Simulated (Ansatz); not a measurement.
Input for Ansatz (development build ahead of 0.2.0):

```yaml
crystal:
  periodic: [false, false, false]
  atoms:
    - { symbol: O, position_ang: [0.02461, -0.00685, 0.07183] }
    - { symbol: O, position_ang: [-0.74466, 0.79612, 0.10382] }
    - { symbol: O, position_ang: [3.41667, 0.19464, 0.22325] }
    - { symbol: H, position_ang: [3.52393, 0.70083, 1.0108] }
    - { symbol: H, position_ang: [4.30966, 0.18942, -0.19331] }
basis:
  gaussian: { orbitals: def2-SVP }
magnetization:
  spin_polarized: true
  initial_magnetization: 2
hamiltonian:
  xc: hf
correlation:
  method: mp2
  frozen_orbitals: { H: 0, O: 1 }
output:
  forces: true
```

The input is written out in the form of the current development build from the run's settings.

Output:

| Property | Result |
| --- | --- |
| Converged | yes |
| Reference energy | -225.45164 hartree |
| Correlation energy | -0.52479 hartree |
| Total energy | -225.97643 hartree |
| Spin squared of the determinant | 2.028 |
| Stability test | minimum |

Forces (eV/Å):
| atom | Fx | Fy | Fz |
| --- | --- | --- | --- |
| O1 | 7.893 | -8.239 | -0.323 |
| O2 | -7.877 | 8.236 | 0.324 |
| O3 | 0.730 | -0.736 | -1.571 |
| H4 | 0.307 | 0.634 | 0.914 |
| H5 | -1.053 | 0.104 | 0.655 |
